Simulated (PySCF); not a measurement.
Method: ωB97X-D3(BJ)/def2-TZVP // B3LYP-D3(BJ)/def2-TZVP (PySCF). Gas-phase values, no solvent. 

Reference species (SMILES): `[OH]` (neutral, multiplicity 2).

The highest occupied spin orbital comes out as -11.83 eV.

Changed species: `[Cl][In][Cl]` (radical fragment; the reference has radical fragment).

Problem. What does the change do to the highest occupied spin orbital?

Solution. the highest occupied spin orbital rises by 2.53 eV, to -9.30 eV.
